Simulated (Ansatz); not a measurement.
Start from `NC/C(O)=C\F` and change one atom or group (the configuration at the double bond changes too) to get `C=N/C(O)=C/F`.

Ansatz, PBE0-D4/def2-TZVP geometries, multiplicity 1. Each molecule was computed in one conformer, which needn't be the lowest.

| property | `NC/C(O)=C\F` |
| --- | --- |
| size of the dipole moment (ωB97M-V/def2-TZVPP) / D | 3.11 |
| size of the dipole moment (PBE/def2-TZVPP) / D | 3.07 |
| LUMO energy (PBE0/def2-TZVPP) / eV | 0.42 |
| HOMO–LUMO gap (B3LYP/def2-TZVPP) / eV | 6.07 |
| HOMO–LUMO gap (PBE0/def2-TZVPP) / eV | 6.61 |
| HOMO–LUMO gap (ωB97M-V/def2-TZVPP) / eV | 10.37 |

Question: Give the same properties after the change, and the shifts. (Estimate.)

Answer: Ansatz gave: 
```json
{"property": "size of the dipole moment (ωB97M-V/def2-TZVPP) / D", "`C=N/C(O)=C/F`": "3.26", "shift": "0.15"}
{"property": "size of the dipole moment (PBE/def2-TZVPP) / D", "`C=N/C(O)=C/F`": "2.72", "shift": "-0.35"}
{"property": "LUMO energy (PBE0/def2-TZVPP) / eV", "`C=N/C(O)=C/F`": "-1.48", "shift": "-1.90"}
{"property": "HOMO–LUMO gap (B3LYP/def2-TZVPP) / eV", "`C=N/C(O)=C/F`": "4.51", "shift": "-1.56"}
{"property": "HOMO–LUMO gap (PBE0/def2-TZVPP) / eV", "`C=N/C(O)=C/F`": "4.95", "shift": "-1.66"}
{"property": "HOMO–LUMO gap (ωB97M-V/def2-TZVPP) / eV", "`C=N/C(O)=C/F`": "9.29", "shift": "-1.08"}
```

With PBE0 the HOMO falls by 0.25 eV and the LUMO falls by 1.90 eV, so the gap narrows by about 1.65 eV. PBE moves the HOMO by -0.35 eV and ωB97M-V by -0.16 eV. Dipoles are sizes alone; their direction can turn.

B3LYP here is the variant with VWN-RPA as its local correlation; programs differ in this.
